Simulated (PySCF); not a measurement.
# CCSD(T)/STO-6G run of NF3 (nitrogen trifluoride)

What is the vertical singlet–triplet gap of NF3 (nitrogen trifluoride) at CCSD(T)/STO-6G? Input form: a Python script.

The results are computed with PySCF 2.14.0.

7 further runs of the same task are left out: 2 that didn't finish, 5 set aside as unsound or not needed.

**1. Starting point**

The species is NF3 (4 atoms), meant as a singlet with charge 0. As SMILES, `FN(F)F`. The shape is that of a PBE0-D4/def2-TZVP optimisation.

Bond lengths: F1–N2 1.360 Å, N2–F3 1.360 Å, N2–F4 1.360 Å. Angles: F1–N2–F3 102.1°, F1–N2–F4 102.1°, F3–N2–F4 102.1°.

**2. The energy at CCSD(T)/STO-6G**

The input, run.py:

```python
# FN(F)F
from pyscf import gto, cc

mol = gto.Mole()
mol.atom = '''
F      1.160311     0.000643     2.016205
N      0.667867    -0.140123    -0.503140
F     -1.202395    -1.901990    -0.590048
F     -0.625783     2.041490    -0.923018
'''
mol.max_memory = 1860
mol.unit = 'bohr'
mol.verbose = 3
mol.charge = 0
mol.basis = 'sto-6g'
mol.spin = 0
mol.build()

mf = mol.RHF()
mf.conv_tol = 1e-10
mf.kernel()
if not mf.converged:
    mf = mf.newton().run(mf.mo_coeff, mf.mo_occ)

mycc = cc.CCSD(mf, frozen=4)
mycc.kernel()
e_t = mycc.ccsd_t()
e_final = mycc.e_tot + e_t
print('Final energy', e_final)
```

Run with:

```sh
$ OMP_NUM_THREADS=1 python run.py
```

Standard output:

```text
converged SCF energy = -351.0480101307
E(CCSD) = -351.18931629092  E_corr = -0.1413061602200373
CCSD(T) correction = -0.00347047330445435
Final energy -351.1927867642244
```

Wall time 1 s (1 thread of Arm Neoverse V2, shared host); peak memory 0.11 GiB.

**3. The triplet, same level**

The input, input.py:

```python
from pyscf import gto, cc

mol = gto.M(
    atom=[
    ('F', (0.614010, 0.000340, 1.066930)),
    ('N', (0.353420, -0.074150, -0.266250)),
    ('F', (-0.636280, -1.006490, -0.312240)),
    ('F', (-0.331150, 1.080310, -0.488440)),
],
    max_memory=1860,
    basis='sto-6g',
    verbose=3,
    spin=2,
)

myscf = mol.UHF()
myscf.conv_tol = 1e-10
myscf.kernel()
if not myscf.converged:
    myscf = myscf.newton().run(myscf.mo_coeff, myscf.mo_occ)

mycc = cc.CCSD(myscf, frozen=4)
mycc.kernel()
e_t = mycc.ccsd_t()
etot = mycc.e_tot + e_t
print('Final energy', etot)
```

Run with:

```sh
$ OMP_NUM_THREADS=1 python input.py
```

Standard output:

```text
WARN: HOMO 0.245469629430776 >= LUMO -0.322737470477931

converged SCF energy = -350.761755440161  <S^2> = 2.0145657  2S+1 = 3.0096948
E(UCCSD) = -350.8840749018626  E_corr = -0.12231946170152
UCCSD(T) correction = -0.00463746043581801
Final energy -350.88871236229846
```

Wall time 1.4 s (1 thread of Arm Neoverse V2, shared host); peak memory 0.12 GiB.

**4. Results**

At CCSD(T)/STO-6G, 4 core orbitals frozen:

| quantity | value |
| --- | --- |
| singlet: total energy | -351.19279 Eh |
| singlet: dipole moment (Hartree–Fock density) | 0.35 D |
| singlet: HOMO energy (Hartree–Fock orbitals) | -10.96 eV |
| singlet: LUMO energy (Hartree–Fock orbitals) | 12.27 eV |
| singlet: HOMO–LUMO gap (Hartree–Fock orbitals) | 23.23 eV |
| singlet: correlation energy (4 core orbitals frozen) | -144.8 mEh |
| singlet: (T) correction | -3.47 mEh |
| singlet: T1 diagnostic | 0.011 |
| triplet: total energy | -350.88871 Eh |
| triplet: dipole moment (Hartree–Fock density) | 0.92 D |
| triplet: HOMO energy (Hartree–Fock orbitals) (highest over α and β) | -4.24 eV |
| triplet: LUMO energy (Hartree–Fock orbitals) (lowest over α and β) | 4.66 eV |
| triplet: correlation energy (4 core orbitals frozen) | -127.0 mEh |
| triplet: (T) correction | -4.64 mEh |
| triplet: ⟨S²⟩ of the reference determinant | 2.015 |
| triplet: T1 diagnostic | 0.039 |
| vertical energy of the triplet above the singlet | 8.274 eV |

**Reading.** At this shape the triplet lies 8.27 eV (191 kcal/mol) above the singlet. In a minimal basis such a difference can be off by several eV, whatever the method. Mulliken charges (singlet) of the mean-field density run from -0.06 on F1 to +0.18 on N2. The triples (singlet) make up 2.4 % of the correlation energy. The triples (triplet) make up 3.7 % of the correlation energy.
